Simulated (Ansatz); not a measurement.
This geometry of C₂H₂ (4 atoms, charge 0, multiplicity 1) is a first-order saddle point.

Theory: RKS PBE0/def2-SVP (Ansatz).

```xyz
4
Properties=species:S:1:pos:R:3
C 0.589 -0.805 -0.306
C -0.015 0.293 -0.225
H -0.051 -0.737 0.714
H -0.523 1.249 -0.183
```

(1) Which two structures does it join? (They come from a converged band through this point; their orientation in space is the band's.)

(2) How far does it lie above each of them?

## Answers

(1) Bonds formed: C2–H3.

Image 0:

```xyz
4
Properties=species:S:1:pos:R:3
C 0.158 -0.547 0.202
C -0.158 0.547 -0.202
H 0.436 -1.521 0.562
H -0.436 1.521 -0.562
```

Image 6:

```xyz
4
Properties=species:S:1:pos:R:3
C 0.671 -0.828 -0.368
C -0.006 0.227 -0.176
H -0.147 -0.581 0.703
H -0.518 1.181 -0.158
```

(2) 1.99 eV above the first and 0.04 eV above the second. This is the barrier of this one path; another mechanism may lie lower.

The run took 11 s on 1 thread of Intel(R) Xeon(R) 6975P-C (Granite Rapids) (shared host), peak memory 0.09 GiB.
